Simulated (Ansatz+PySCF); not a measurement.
## singlet HF: levels of theory in one basis

```xyz
2

H     0.0000    0.0000   -0.9524
F     0.0000    0.0000    0.1058
```

Basis set: 6-31G (spherical functions). Left uncorrelated: 1 orbital. Charge 0, multiplicity 1.

Computed with Ansatz (development build ahead of 0.2.0); each method stands on the lowest determinant of its kind that the runs found.

| method | E − E(RHF) (eV) | <S²> of the determinant |
| --- | --- | --- |
| RHF | 0.00 | 0.00 |
| RHF-CCSD | -3.76 | – |
| RHF-CCSD(T) | -3.78 | – |
| full CI (lowest root of this spin) | -3.79 | – |

(1) What does RHF-MP2 give on the same scale?

(2) Is a single determinant a sound starting point here?

## Answers

(1) -3.67 eV.

(2) By this sign, yes. Unrestricted orbitals gain 0.00 eV and <S²> is 0.00 against 0.00 for a pure state.
